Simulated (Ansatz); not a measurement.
# AlBH (quartet): B2PLYP, RPA-PBE over a scan of the distance B1–Al2, 6-31G

How well do these functionals follow the top wave-function level for AlBH (quartet) over a scan of the distance B1–Al2?

Method: 6-31G, all electrons in the functionals, frozen cores in the correlation of double hybrids and RPA; program: Ansatz 0.2.0, Gaussian basis.

To be run: B2PLYP, RPA-PBE, at 1.569 Å; 1.782 Å; 1.941 Å; 2.171 Å; 2.321 Å; 2.720 Å; 3.141 Å; 3.529 Å; 4.184 Å; 5.129 Å; 6.508 Å.

26 further runs of the same task are left out: 22 that didn't finish, 4 set aside as unsound or not needed.

## 1. The system

The geometry derives from a PBE0/def2-TZVP stationary point (not a proven minimum). One bond is set to the value named and the two fragments are kept rigid.

3 atoms, charge 0, spin multiplicity 4.

Atoms are counted from 1 here; the program's logs count them from 0.

Bond lengths: B1–Al2 1.941 Å, B1–H3 1.185 Å. Angles: Al2–B1–H3 180.0°.

No dispersion term is added.

The geometry shown and the zero of energy belong to the point 1.941 Å. The yardstick, FCI, and other wave-function levels (R restricted, U unrestricted, valence and pair active spaces) come from earlier runs.

## 2. B2PLYP, 1.569 Å

in.yaml

```yaml
crystal:
  periodic: [false, false, false]
  atoms:
    - {symbol: B, position_ang: [0.000000, 0.000000, 0.127967]}
    - {symbol: Al, position_ang: [0.000000, 0.000000, -1.441033]}
    - {symbol: H, position_ang: [0.000000, 0.000000, 1.313067]}
basis:
  gaussian: {orbitals: 6-31G}
magnetization: {spin_polarized: true, initial_magnetization: 3}
hamiltonian: {xc: {name: B2PLYP}}
correlation: {electrons: outside_noble_gas}
```

Launch:

```bash
$ ansatz run in.yaml --threads 1 --pin off --events-out ev --progress --plain --max-ram 2393MiB
```

The runs that follow: B2PLYP, 1.782 Å; B2PLYP, 1.941 Å; B2PLYP, 2.171 Å; B2PLYP, 2.321 Å; B2PLYP, 2.720 Å; B2PLYP, 3.141 Å; B2PLYP, 3.529 Å; B2PLYP, 4.184 Å; B2PLYP, 5.129 Å; B2PLYP, 6.508 Å; RPA-PBE, 1.569 Å; RPA-PBE, 1.782 Å; RPA-PBE, 1.941 Å; RPA-PBE, 2.171 Å; RPA-PBE, 2.321 Å; RPA-PBE, 2.720 Å; RPA-PBE, 3.141 Å; RPA-PBE, 3.529 Å; RPA-PBE, 4.184 Å; RPA-PBE, 5.129 Å; RPA-PBE, 6.508 Å.

Q: Predict the results of all the runs planned. Wanted: span of the FCI curve; largest miss, B2PLYP; largest miss, RPA-PBE.

**Answer**, as computed:

| quantity | value |
| --- | --- |
| span of the FCI curve | 264.4 kJ/mol |
| largest miss, B2PLYP | +37.0 kJ/mol (2.720 Å) |
| largest miss, RPA-PBE | -42.3 kJ/mol (4.184 Å) |

Of the functionals, B2PLYP keep the smallest largest miss at the points compared (at most 37.0 kJ/mol) and RPA-PBE strays most (42.3 kJ/mol, at 4.184 Å). Functionals and the yardstick converge differently with the basis, so part of each miss in 6-31G is the basis.
